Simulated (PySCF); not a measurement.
Atom-mapped SMILES (the numbers label the heavy atoms): `[BH+:1][F:2]`. Hydrogens are named by the atom that carries them.

Geometry: PBE0-D3(BJ)/def2-TZVP; GIAO shifts from PySCF, gas phase, non-relativistic, averaged over equivalent atoms.

At PBE0/pcSseg-2 (86 basis functions, 3.8 s wall time on 1 thread of an Arm Neoverse N1, shared host):
```json
{"atoms": "B1", "δ (ppm)": "16.8"}
{"atoms": "F2", "δ (ppm)": "-13.2"}
{"atoms": "H(B1)", "δ (ppm)": "6.32"}
```

Chemical shifts δ = σref − σ; BF3·OEt2 for $^{11}$B (σref 98.70); $^{19}$F (σref 174.31) against CFCl3; $^{1}$H (σref 31.52) against TMS, all at this level.

Problem. Predict the values at wB97X-D/pcSseg-2 on the same geometry.

Solution. 
```tsv
atoms	δ at wB97X-D/pcSseg-2	change
B1	16.1	-0.7
F2	-12.6	+0.6
H(B1)	6.29	-0.03
```

Scale: $^{11}$B (σref 99.58) against BF3·OEt2; $^{19}$F (σref 184.95) against CFCl3; $^{1}$H (σref 31.63) vs TMS (reference shieldings calculated alike).

The largest change is at B1 (boron bonded to F, H). Cost: 86 basis functions, 2.4 s wall time on 1 thread of an Arm Neoverse N1, shared host.

Unscaled 19F shifts against computed CFCl3 carry errors that often reach 10 to 50 ppm.
